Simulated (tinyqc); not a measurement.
Worked calculation: UKS/PBE0 in the sto-3g basis, for CH, spin multiplicity 4. One step of it, computed by the program tinyqc.

Question. Iteration 1: diagonalisation and new density. Diagonalise F' = X^T F X, C = X C', fill 5 alpha and 2 beta electrons from the bottom; D(s) = C_occ C_occ^T. Each column has its largest component positive (the first on a tie).

F(alpha) (hartree), lower triangle:
```
             1C 1s      1C 2s     1C 2px     1C 2py     1C 2pz      2H 1s
1C 1s   -13.801819
1C 2s    -3.327196  -1.958939
1C 2px    0.000000   0.000000  -0.849577
1C 2py    0.000000   0.000000   0.026501  -0.897163
1C 2pz    0.010949   0.044557   0.000000   0.000000  -0.919097
2H 1s    -0.684180  -0.613086   0.000000   0.000000  -0.311913  -0.142409
```

F(beta) (hartree), lower triangle:
```
             1C 1s      1C 2s     1C 2px     1C 2py     1C 2pz      2H 1s
1C 1s   -13.493660
1C 2s    -3.275120  -1.626661
1C 2px    0.000000   0.000000  -0.693396
1C 2py    0.000000   0.000000  -0.064980  -0.573207
1C 2pz    0.011572   0.041643   0.000000   0.000000  -0.563016
2H 1s    -0.671358  -0.504076   0.000000   0.000000  -0.224206  -0.075034
```

X:
```
                1          2          3         4          5         6
1C 1s    0.257816   0.780634   0.000000  0.000000   0.597694  0.197590
1C 2s   -0.884999  -0.525679   0.000000  0.000000   0.408837  0.420120
1C 2px   0.000000   0.000000  -0.576203  0.817307   0.000000  0.000000
1C 2py   0.000000   0.000000   0.817307  0.576203   0.000000  0.000000
1C 2pz  -0.774443   0.535019   0.000000  0.000000  -0.551889  0.341727
2H 1s    1.127037  -0.223723   0.000000  0.000000  -0.194919  0.519514
```

Give: F' = X^T F X; orbital energies; coefficients C; F' = X^T F X; orbital energies; coefficients C; D(alpha) after iteration 1; D(beta) after iteration 1.

Answer.

F' = X^T F X (alpha) (hartree), lower triangle:
```
         1        2        3        4        5        6
1  -0.2389
2  -1.0936  -6.3380
3   0.0000   0.0000  -0.9063
4   0.0000   0.0000  -0.0135  -0.8404
5  -1.0371  -5.5656   0.0000   0.0000  -7.0067
6   0.1308  -2.6722   0.0000   0.0000  -3.0419  -2.0873
```

orbital energies (alpha) (hartree): MO1 -13.8029, MO2 -1.2417, MO3 -0.9208, MO4 -0.9090, MO5 -0.8378, MO6 0.2945

coefficients C (alpha):
```
            MO1      MO2      MO3      MO4     MO5      MO6
1C 1s    1.0024  -0.2495  -0.0343   0.0000  0.0000   0.0628
1C 2s   -0.0107   1.0497   0.1668   0.0000  0.0000  -0.5229
1C 2px   0.0000   0.0000   0.0000  -0.4074  0.9133   0.0000
1C 2py   0.0000   0.0000   0.0000   0.9133  0.4074   0.0000
1C 2pz  -0.0029  -0.0962   1.0337   0.0000  0.0000  -0.4792
2H 1s    0.0046  -0.0571  -0.1006   0.0000  0.0000   1.2707
```

F' = X^T F X (beta) (hartree), lower triangle:
```
         1        2        3        4        5        6
1  -0.0501
2  -1.0491  -5.9935
3   0.0000   0.0000  -0.5519
4   0.0000   0.0000   0.0348  -0.7147
5  -0.9597  -5.5976   0.0000   0.0000  -6.7052
6  -0.0289  -2.6468   0.0000   0.0000  -3.0181  -1.8676
```

orbital energies (beta) (hartree): MO1 -13.4943, MO2 -0.8919, MO3 -0.7218, MO4 -0.5581, MO5 -0.5448, MO6 0.3279

coefficients C (beta):
```
            MO1      MO2     MO3      MO4      MO5      MO6
1C 1s    1.0018  -0.2500  0.0000  -0.0298   0.0000   0.0714
1C 2s   -0.0081   1.0372  0.0000   0.1285   0.0000  -0.5575
1C 2px   0.0000   0.0000  0.9162   0.0000  -0.4006   0.0000
1C 2py   0.0000   0.0000  0.4006   0.0000   0.9162   0.0000
1C 2pz  -0.0025  -0.1087  0.0000   0.9964   0.0000  -0.5502
2H 1s    0.0037  -0.0279  0.0000  -0.0087   0.0000   1.2757
```

D(alpha) after iteration 1, lower triangle:
```
          1C 1s    1C 2s  1C 2px  1C 2py   1C 2pz   2H 1s
1C 1s    1.0682
1C 2s   -0.2783   1.1298
1C 2px   0.0000   0.0000  1.0000
1C 2py   0.0000   0.0000  0.0000  1.0000
1C 2pz  -0.0143   0.0715  0.0000  0.0000   1.0777
2H 1s    0.0223  -0.0768  0.0000  0.0000  -0.0985  0.0134
```

D(beta) after iteration 1, lower triangle:
```
          1C 1s    1C 2s  1C 2px  1C 2py  1C 2pz   2H 1s
1C 1s    1.0661
1C 2s   -0.2675   1.0759
1C 2px   0.0000   0.0000  0.0000
1C 2py   0.0000   0.0000  0.0000  0.0000
1C 2pz   0.0247  -0.1127  0.0000  0.0000  0.0118
2H 1s    0.0107  -0.0290  0.0000  0.0000  0.0030  0.0008
```
